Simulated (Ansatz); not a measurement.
Ansatz (a program for electronic structure) input (RPA@PBE/cc-pV(T+d)Z):
A basis named .json is the Basis Set Exchange file of that set.

Ansatz 0.2 input:
```yaml
crystal:
  periodic: [false, false, false]
  atoms:
    - {symbol: S, position_ang: [0.00108380, 0.01823548, 1.13620484]}
    - {symbol: C, position_ang: [0.00261406, 1.29542196, -0.04692498]}
    - {symbol: C, position_ang: [-0.00253788, -1.20240713, -0.07753578]}
    - {symbol: C, position_ang: [0.00033218, 0.73061502, -1.26663996]}
    - {symbol: C, position_ang: [-0.00262290, -0.67651780, -1.34119242]}
    - {symbol: H, position_ang: [0.00501141, 2.32821230, 0.25581372]}
    - {symbol: H, position_ang: [-0.00440903, -2.24242826, 0.20719009]}
    - {symbol: H, position_ang: [-0.00465585, -1.26022405, -2.24852233]}
basis:
  gaussian:
    orbitals: cc-pV_T+d_Z.json
hamiltonian:
  xc: pbe
magnetization: {spin_polarized: true, initial_magnetization: 1}
correlation: {method: rpa, electrons: outside_noble_gas}
```

End of the output:

```
integrals: 0.40 GiB planned
1173 factors; integrals over basis functions are off by at most 1.1e-3 eV
mean field: 1.03 GiB planned
mean field evaluation 1: about -15002.5384 eV, gradient 6.1e1 eV
mean field evaluation 2: about -15002.5214 eV, gradient 6.1e1 eV
mean field evaluation 4: about -15017.1591 eV, gradient 2.9e1 eV
mean field evaluation 8: about -15021.3271 eV, gradient 9.4e-1 eV
mean field evaluation 16: about -15021.3304 eV, gradient 1.4e-3 eV
mean field evaluation 32: about -14991.3441 eV, gradient 3.6e1 eV
mean field evaluation 64: about -15021.3286 eV, gradient 2.7e-1 eV
mean field -15021.33042489 eV, -552.0237112912 hartree, gradient 5.0e-6 eV, S^2 0.756197; 2 other end points of the search recorded, 0 dependent functions left out
9 core orbitals not correlated
reference -14984.69518061 eV, -550.6773908961 hartree; 13, 12 occupied and 179, 180 virtual orbitals, 1173 factors
Total energy: -15018.71058051 eV, -551.9274337862 hartree
```

It need not be the lowest isomer of its formula.
